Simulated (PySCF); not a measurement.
# Reproducing measurements on butanal

**Measured values to compare with.**

NIST CCCBDB Release 22 (SRD 101), experimental polarizabilities lists, for the gas: mean polarisability 8.18 Å³.

The runs below try to reproduce these values; the comparison stands at the end.

Butanal, C4H8O.
Atom-mapped SMILES: `[CH3:1][CH2:2][CH2:3][CH:4]=[O:5]` (hydrogens: H6, H7, H8 on C1; H9, H10 on C2; H11, H12 on C3; H13 on C4)

Geometry (PBE0-D3(BJ)/def2-SVP, Å), atoms numbered from 1 in this order:
```xyz
13
C4H8O angstrom
C     -1.765   -0.141    0.626
C     -0.346   -0.631    0.389
C      0.493    0.338   -0.423
C      1.880   -0.149   -0.731
O      2.321   -1.216   -0.398
H     -2.345   -0.867    1.214
H     -1.776    0.814    1.175
H     -2.299    0.019   -0.324
H     -0.355   -1.606   -0.124
H      0.159   -0.817    1.351
H      0.595    1.318    0.082
H      0.013    0.581   -1.391
H      2.510    0.570   -1.320
```

The PySCF runs (gas phase, on this PBE0-D3(BJ)/def2-SVP geometry; no spin–orbit coupling):

| level | job | basis functions | wall time |
| --- | --- | --- | --- |
| wB97X-D/def2-SVPD | 6 singlets by full TDDFT, polarisability, dynamic polarisability, density and orbital grids written | 167 | 19 s |

Hardware: Intel Xeon 6975P-C, one thread (shared host).

## Comparison

**Mean polarisability.** Measured: 8.18 Å³ (NIST CCCBDB Release 22 (SRD 101), experimental polarizabilities).

```json
{"level": "wB97X-D/def2-SVPD", "computed (Å³)": "7.89", "computed − measured (Å³)": "-0.29", "% (from the printed values)": "-4"}
```

The computed values are static and purely electronic, with core orbitals frozen in the response (1 au = 0.148185 Å³). The table of measured values doesn't say here whether a value is static or optical, or holds a vibrational part. The measurement averages over conformers, the calculation has one.

The geometry is computed, not the measured one. Where a level misses, the cause wasn't examined.
